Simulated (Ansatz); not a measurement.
# AlClO (quintet): wave-function methods side by side, def2-TZVPP

One table from this session's results is given with a row withheld; the runs are named, their logs left out.

Method: def2-TZVPP, core rule «outside noble gas», up to 11 orbitals frozen; program: Ansatz 0.2.0, Gaussian basis.

The runs, in order: UHF; ROHF; CCSD(T) on UHF.

2 further runs of the same task are left out: 2 set aside as unsound or not needed.

## The system

The geometry is a PBE0/def2-TZVP stationary point (not a proven minimum) of the parent state, kept for this charge and spin.

3 atoms, charge 0, spin multiplicity 5.

Atoms are counted from 1 here; the program's logs count them from 0.

Bond lengths: Al1–O2 1.750 Å, Al1–Cl3 2.102 Å. Angles: O2–Al1–Cl3 112.3°.

The first run:

in.yaml

```yaml
crystal:
  periodic: [false, false, false]
  atoms:
    - {symbol: Al, position_ang: [0.000000, -0.618067, 0.625527]}
    - {symbol: O, position_ang: [0.000000, 0.622582, 1.860209]}
    - {symbol: Cl, position_ang: [0.000000, 0.189419, -1.315542]}
basis:
  gaussian: {orbitals: def2-TZVPP}
magnetization: {spin_polarized: true, initial_magnetization: 4}
hamiltonian: {xc: hf}
output: {orbitals: {seedname: orbitals}}
```

Run with:

```bash
> ansatz run in.yaml --threads 1 --pin off --events-out ev --progress --plain --max-ram 4096MiB --backend cpu
```

Steps of the session up to this table: UHF; ROHF; CCSD(T) on UHF.

One table of the session follows, with a row left open; its other results are not shown here.

It belongs to the step «Misses and costs». 

| method | from UCCSD(T) (kJ/mol) |
| --- | --- |
| ROHF | +1120.2 |
| UHF | ? |
| UMP2 | +144.0 |
| UCCSD | +40.3 |
| UCCSD(T) | 0 |

Estimate the missing values for UHF.

**Answer.** from UCCSD(T) (kJ/mol): +1100.1. In the column «from UCCSD(T) (kJ/mol)» it lies between UMP2 (+144.0) and ROHF (+1120.2).
